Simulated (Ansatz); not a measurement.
Voigt–Reuss–Hill shear modulus (GPa) of solids drawn from the class of tetrahedrally bonded semiconductors and semimetals, at two levels: PBE (plane waves, PAW; Ansatz, an electronic-structure program), and LDA (Ansatz, plane waves, PAW).

```csv
solid,PBE,LDA,shift (%)
wurtzite ZnO,41.5,42.5,+2.4
zinc-blende AlN (metastable phase),120,124,+3.3
zinc-blende BAs,126,134,+6.3
zinc-blende AlAs,39.9,41.2,+3.3
zinc-blende InP,31.3,33.9,+8.3
zinc-blende GaP,51.3,56.0,+9.2
wurtzite GaN,104,114,+9.6
zinc-blende BP,162,169,+4.3
zinc-blende CdTe,13.4,15.3,+14.2
cubic BN,381,404,+6.0
```

The shifts run from +2.4 % to +14.2 %, with a median of +6.2 %.

Over all 10 rows LDA is the larger in 10.

Ansatz's runs of these crystals have no spin polarisation.

Spin–orbit coupling is left out, also for the solids with elements from indium on (zinc-blende InP, zinc-blende CdTe); its size isn't shown.

Each level is taken at its own relaxed cell. Ansatz's density-functional and Hartree–Fock values are scalar-relativistic unless marked +SOC, with PAW data made under PBE.
